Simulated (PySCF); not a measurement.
Atoms are numbered as in `[F:1][C:2]1=[C:3]([F:4])[O:5][CH2:6]1` (H(Xn): hydrogen on atom n).

Theoretical values (PySCF 2.14): structure optimised with GFN2-xTB, σ from GIAO-PBE0/pcSseg-1. Gas phase, a single conformation, rapidly exchanging positions averaged, non-relativistic Hamiltonian.

δ = σ(ref) − σ, references computed at the same level: 13C, 1H against TMS; 19F vs CFCl3; H2O for 17O.

```tsv
atoms	nucleus	count	δ (ppm)
C2	13C	1	119.1
O5	17O	1	105.9
H(C6)	1H	2	?
F4	19F	1	-92.7
C3	13C	1	?
F1	19F	1	-172.2
C6	13C	1	68.1
```

Q: Fill in the missing shifts.

A: 
- C3: 145.9 ppm, alkene carbon bearing oxygen; an sp2 carbon further deshielded by the attached heteroatom
- H(C6): 4.72 ppm, hydrogen on an allylic sp3 CH2 bonded to O; its carbon carries O, hence the downfield position

Shifts are as computed. Against solution values, carbons near 30 ppm lie about +3 ppm off and those near 130 ppm about +5 ppm. Of 1211 compounds with measured shifts, 218 miss one by over three times the rms of a fit or turn the order of signals round; such compounds aren't used in these exercises. Unscaled 19F shifts against computed CFCl3 carry errors that often reach 10 to 50 ppm. Experimental scales use liquid or dissolved standards, which lie at an offset from isolated H2O (liquid H2O: subtract about 36 ppm).
